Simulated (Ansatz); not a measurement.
# BH2Cl (SMILES BCl) at CCSDT(Q)/B/pcseg-0 (density fitting with def2-universal-jkfit)

Aim: the energy change on altering one bond length of BH2Cl at CCSDT(Q)/B/pcseg-0 (density fitting with def2-universal-jkfit), from 2 runs. 

The results are computed with Ansatz 0.2.0.

10 further runs of the same task are left out: 3 that didn't finish, 7 set aside as unsound or not needed.

### Step 1. The system as given

BH2Cl: 4 atoms, total charge 0, spin state singlet. SMILES: `BCl`. The shape is that of a PBE0-D4/def2-TZVP optimisation.

Bond lengths: B1–Cl2 1.733 Å, B1–H3 1.190 Å, B1–H4 1.190 Å. Angles: Cl2–B1–H3 118.1°, Cl2–B1–H4 118.1°, H3–B1–H4 123.7°.

### Step 2. Energy and gradient at CCSDT(Q)/B/pcseg-0 (density fitting with def2-universal-jkfit)

Input file in.yaml:

```yaml
crystal:
  periodic: [false, false, false]
  atoms:
    - {symbol: B, position_ang: [-0.116700, 0.021700, -0.075300]}
    - {symbol: Cl, position_ang: [1.365000, -0.395300, 0.721200]}
    - {symbol: H, position_ang: [-1.106200, -0.559500, 0.240400]}
    - {symbol: H, position_ang: [-0.086600, 0.872800, -0.906600]}
basis:
  gaussian:
    orbitals: pcseg-0.json
    fitting: {mean_field: def2-universal-jkfit}
correlation:
  method: ccsdt_q_b
  electrons: all
accuracy: high
output: {forces: true}
```

The basis set pcseg-0 is read from a file made from the Basis Set Exchange's data (not shown).

Started as:

```
$ ansatz run in.yaml --threads 1 --pin off --max-ram 2610MiB --events-out events.jsonl --progress --plain --runs-dir runs
```

Log, cut to the lines that bear on the results:

```text
Warning: RAYON_NUM_THREADS=1 ignored (pool sized by the plan → 1); use --threads N
Functional definition: HF
  name "HF"
[...]
239 factors; integrals over basis functions are off by at most 2.2e-2 eV
[...]
mean field -13189.73395766 eV, -484.7137826211 hartree, gradient 6.6e-9 eV, S^2 0.000000; 0 other end points of the search recorded, 0 dependent functions left out
reference -13189.73395766 eV, -484.7137826211 hartree; 12, 12 occupied and 14, 14 virtual orbitals, 239 factors
second order -2.96643634 eV of doubles, -0.00000000 eV of singles
cycle   1  -3.26845261 eV  change   -3.0e-1 eV  update   6.7e-2
[...]
cycle  19  -3.53201951 eV  change   4.6e-10 eV  update   1.7e-9
perturbative correction 0.00165352 eV, 0.0000607659 hartree
[...]
Total energy: -13193.26432364 eV, -484.8435211780 hartree
Atom 0 at    -0.116700     0.021700    -0.075300 Å, force    -1.533609     0.429606    -0.822326 eV/Å
Atom 1 at     1.365000    -0.395300     0.721200 Å, force     1.849205    -0.520273     0.993875 eV/Å
Atom 2 at    -1.106200    -0.559500     0.240400 Å, force    -0.224887    -0.049572    -0.009651 eV/Å
Atom 3 at    -0.086600     0.872800    -0.906600 Å, force    -0.090708     0.140239    -0.161898 eV/Å
Dipole moment:    -0.166524     0.046887    -0.089541 e Å
```

Run time: 3.3 min. Hardware: 1 thread of AMD EPYC 7R43 (Zen 3), shared host; peak memory 0.81 GiB.

### Step 3. The distorted shape, same level

Input file in.yaml:

```yaml
crystal:
  periodic: [false, false, false]
  atoms:
    - {symbol: B, position_ang: [-0.113690, 0.106803, -0.158423]}
    - {symbol: Cl, position_ang: [1.368010, -0.310197, 0.638077]}
    - {symbol: H, position_ang: [-1.103190, -0.474397, 0.157277]}
    - {symbol: H, position_ang: [-0.086600, 0.872800, -0.906600]}
basis:
  gaussian:
    orbitals: pcseg-0.json
    fitting: {mean_field: def2-universal-jkfit}
correlation:
  method: ccsdt_q_b
  electrons: all
accuracy: high
output: {forces: true}
```

The basis set pcseg-0 is read from a file made from the Basis Set Exchange's data (not shown).

Started as:

```
$ ansatz run in.yaml --threads 1 --pin off --max-ram 2610MiB --events-out events.jsonl --progress --plain --runs-dir runs
```

Log, cut to the lines that bear on the results:

```text
Warning: RAYON_NUM_THREADS=1 ignored (pool sized by the plan → 1); use --threads N
[... 2 set-up lines as earlier in the session ...]
[...]
239 factors; integrals over basis functions are off by at most 2.1e-2 eV
[...]
mean field -13189.54374078 eV, -484.7067922798 hartree, gradient 5.8e-9 eV, S^2 0.000000; 0 other end points of the search recorded, 0 dependent functions left out
reference -13189.54374078 eV, -484.7067922798 hartree; 12, 12 occupied and 14, 14 virtual orbitals, 239 factors
second order -2.92320427 eV of doubles, -0.00000000 eV of singles
cycle   1  -3.21590986 eV  change   -2.9e-1 eV  update   6.6e-2
[...]
cycle  19  -3.46881539 eV  change  -5.3e-10 eV  update   1.5e-9
perturbative correction 0.00135119 eV, 0.0000496553 hartree
[...]
Total energy: -13193.01120498 eV, -484.8342192388 hartree
Atom 0 at    -0.113690     0.106803    -0.158423 Å, force    -1.685545    -2.537396     2.063433 eV/Å
Atom 1 at     1.368010    -0.310197     0.638077 Å, force     1.874924    -0.555305     1.035103 eV/Å
Atom 2 at    -1.103190    -0.474397     0.157277 Å, force    -0.205892    -0.088024     0.033200 eV/Å
Atom 3 at    -0.086600     0.872800    -0.906600 Å, force     0.016513     3.180724    -3.131736 eV/Å
Dipole moment:    -0.167843     0.066542    -0.109263 e Å
```

It took 3.3 min on 1 thread of AMD EPYC 7R43 (Zen 3), shared host; peak memory 0.81 GiB.

### Step 4. Results

At CCSDT(Q)/B/pcseg-0 (density fitting with def2-universal-jkfit):

| quantity | value |
| --- | --- |
| first shape: total energy | -484.84352 Eh |
| first shape: dipole moment (correlated density) | 0.94 D |
| first shape: correlation energy | -129.7 mEh |
| first shape: T1 diagnostic | 0.011 |
| first shape: largest force on an atom | 2.163 eV/Å |
| distorted shape: total energy | -484.83422 Eh |
| distorted shape: dipole moment (correlated density) | 1.01 D |
| distorted shape: correlation energy | -127.4 mEh |
| distorted shape: T1 diagnostic | 0.011 |
| distorted shape: largest force on an atom | 4.464 eV/Å |
| energy change with the B1–H4 bond shortened from 1.190 to 1.071 Å | 0.253 eV |

With the B1–H4 bond shortened from 1.190 to 1.071 Å the energy rises by 0.25 eV (5.8 kcal/mol). The first shape isn't relaxed at this level, so the change isn't measured from a minimum. The largest force (first shape) is 2.16 eV/Å: the shape isn't a stationary point for this species at this level. Mulliken charges (first shape) run from -0.20 on Cl2 to +0.19 on B1.
